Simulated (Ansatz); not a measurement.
Geometry optimisation, Ansatz 0.2.0, RKS LDA/def2-SVP.

Input:

```yaml
crystal:
  periodic: [false, false, false]
  atoms:
    - { symbol: Si, position_ang: [0.504919, -0.477176, -0.338523] }
    - { symbol: H, position_ang: [-0.827501, -0.396887, 1.973416] }
    - { symbol: H, position_ang: [1.366038, -0.09961, -1.516626] }
    - { symbol: H, position_ang: [0.051487, 0.801, 0.314492] }
    - { symbol: Si, position_ang: [-1.262673, -1.823306, -1.010025] }
    - { symbol: H, position_ang: [-1.930197, -2.385859, 0.22101] }
    - { symbol: H, position_ang: [-2.2906, -1.110339, -1.852092] }
    - { symbol: H, position_ang: [-0.6899, -2.970849, -1.802168] }
    - { symbol: S, position_ang: [1.762945, -1.692286, 0.927107] }
    - { symbol: H, position_ang: [0.738553, -2.514671, 1.296638] }
    - { symbol: H, position_ang: [-0.281871, -0.782415, 2.26977] }
basis:
  gaussian: { orbitals: def2-SVP }
hamiltonian:
  xc: lda
relax:
  f_tol: 0.03
  max_steps: 50
```

Command:

```bash
$ ansatz run input.yaml --threads 2 --pin off --max-ram 3072MiB --backend cpu --events-out ev --progress --plain --runs-dir out
```

Where does it end, and by what steps?

It converged. The force dipped under the threshold on the way, but the program's further checks kept it going. After 9 steps the energy has fallen by 0.137 eV; H2 moved furthest, 0.63 Å.

```tsv
step	energy less start (eV)	largest force component (eV/Å)	accepted
0	0.0000	1.665	yes
1	-0.1051	0.082	yes
2	-0.1194	0.060	yes
3	-0.1282	0.119	yes
4	-0.0608	0.464	no
5	-0.1345	0.022	yes
6	-0.1286	0.636	no
7	-0.1356	0.067	yes
8	-0.1361	0.124	yes
9	-0.1367	0.006	yes
```

```xyz
11
Properties=species:S:1:pos:R:3
Si 0.554 -0.526 -0.472
H -1.046 -0.542 2.549
H 1.431 -0.145 -1.634
H 0.089 0.741 0.203
Si -1.250 -1.841 -1.125
H -1.911 -2.354 0.132
H -2.270 -1.081 -1.933
H -0.753 -3.020 -1.919
S 1.813 -1.733 0.794
H 0.762 -2.299 1.457
H -0.278 -0.652 2.431
```

Run time: 25 s on 2 threads of AMD EPYC 7571, with other jobs on the host, peak memory 0.15 GiB.
